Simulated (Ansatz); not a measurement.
**BClH4Si: basis-set convergence**

The task here is to estimate one member of a computed series from the others.

Computed with Ansatz 0.2.0, Gaussian basis. Level: one geometry, several basis sets.

Plan: PBE0-D4/def2-SVP; ωB97M-V/def2-SVP; PBE0-D4/def2-QZVPP; ωB97M-V/def2-QZVPP; the functionals' def2-TZVPP values are taken from earlier runs.

## The relaxed structure

All runs share one geometry, relaxed beforehand with PBE0-D4 in a triple-zeta def2 set.

7 atoms, charge 0, spin multiplicity 1.

Atoms are counted from 1 here; the program's logs count them from 0.

Bond lengths: B1–Si2 2.003 Å, B1–H4 1.197 Å, B1–H5 1.193 Å, Si2–Cl3 2.064 Å, Si2–H6 1.488 Å, Si2–H7 1.488 Å. Angles: Si2–B1–H4 118.0°, Si2–B1–H5 123.6°, H4–B1–H5 118.4°, B1–Si2–Cl3 113.7°, B1–Si2–H6 109.8°, B1–Si2–H7 110.1°, Cl3–Si2–H6 107.4°, Cl3–Si2–H7 107.4°, H6–Si2–H7 108.2°.

The first run:

File in.yaml:

```yaml
crystal:
  periodic: [false, false, false]
  atoms:
    - {symbol: B, position_ang: [-1.019711, 0.003000, -0.689648]}
    - {symbol: Si, position_ang: [0.626985, -0.105926, 0.445197]}
    - {symbol: Cl, position_ang: [1.793681, 1.595890, 0.380320]}
    - {symbol: H, position_ang: [-1.746343, -0.947366, -0.719322]}
    - {symbol: H, position_ang: [-1.315778, 0.962965, -1.333305]}
    - {symbol: H, position_ang: [0.245609, -0.331359, 1.866117]}
    - {symbol: H, position_ang: [1.476857, -1.245303, 0.004843]}
basis:
  gaussian: {orbitals: def2-SVP}
hamiltonian: {xc: pbe0, dispersion: d4}
output: {orbitals: {seedname: orbitals}}
```

Command:

```sh
$ ansatz run in.yaml --threads 2 --pin off --events-out ev --progress --plain --max-ram 4352MiB
```

Steps of the session up to this table: PBE0-D4 in def2-SVP; ωB97M-V in def2-SVP; PBE0-D4 in def2-QZVPP; ωB97M-V in def2-QZVPP.

One of the session's tables, all rows but one given; the rest of the session is left out.

It belongs to the step «Functionals by basis». 

| functional | basis | HOMO (eV) | LUMO (eV) |
| --- | --- | --- | --- |
| PBE0-D4 | def2-SVP | -8.22 | -2.72 |
| PBE0-D4 | def2-TZVPP | -8.31 | -2.76 |
| PBE0-D4 | def2-QZVPP | -8.33 | -2.78 |
| ωB97M-V | def2-SVP | ? | ? |
| ωB97M-V | def2-TZVPP | -10.47 | -0.78 |
| ωB97M-V | def2-QZVPP | -10.50 | -0.82 |

Estimate the missing values for ωB97M-V, def2-SVP.

**Answer.** HOMO (eV): -10.34; LUMO (eV): -0.64. In the column «HOMO (eV)» it lies between ωB97M-V, def2-TZVPP (-10.47) and PBE0-D4, def2-QZVPP (-8.33).
